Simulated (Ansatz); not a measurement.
Geometry optimisation, RKS PBE-D4/def2-SVP (Ansatz 0.2.0).

Input file:

```yaml
crystal:
  periodic: [false, false, false]
  atoms:
    - { symbol: B, position_ang: [0.21246, -0.036699, 0.332155] }
    - { symbol: H, position_ang: [0.041638, -0.316019, 1.478641] }
    - { symbol: C, position_ang: [1.720606, 0.0281, -0.10701] }
    - { symbol: H, position_ang: [2.172717, -0.970521, 0.087392] }
    - { symbol: H, position_ang: [1.928626, 0.318708, -1.154608] }
    - { symbol: H, position_ang: [2.256481, 0.719781, 0.579632] }
    - { symbol: Cl, position_ang: [-1.16183, 0.25655, -0.716303] }
basis:
  gaussian: { orbitals: def2-SVP }
hamiltonian:
  xc: pbe
  dispersion: d4
relax:
  f_tol: 0.03
  max_steps: 50
```

Launched with:

```bash
$ ansatz run input.yaml --threads 1 --pin off --max-ram 2048MiB --backend cpu --events-out ev --progress --plain --runs-dir out
```

Problem. Where does it end, and by what steps?

Solution. The forces met the threshold. After 4 steps the energy has fallen by 0.047 eV; H2 moved furthest, 0.11 Å.

| step | energy less start (eV) | largest force component (eV/Å) | accepted |
| --- | --- | --- | --- |
| 0 | 0.0000 | 0.870 | yes |
| 1 | -0.0409 | 0.412 | yes |
| 2 | -0.0462 | 0.131 | yes |
| 3 | -0.0457 | 0.161 | no |
| 4 | -0.0469 | 0.006 | yes |

```xyz
7
Properties=species:S:1:pos:R:3
B 0.244 -0.048 0.368
H -0.063 -0.332 1.510
C 1.726 0.026 -0.107
H 2.208 -0.962 0.072
H 1.872 0.314 -1.165
H 2.286 0.731 0.548
Cl -1.102 0.270 -0.726
```

Whether the end is a true minimum wasn't checked by a vibrational analysis.

The run took 3.1 s on 1 thread of AMD EPYC 9R45 96-Core Processor (Zen 5), with other jobs on the host, peak memory 0.15 GiB.
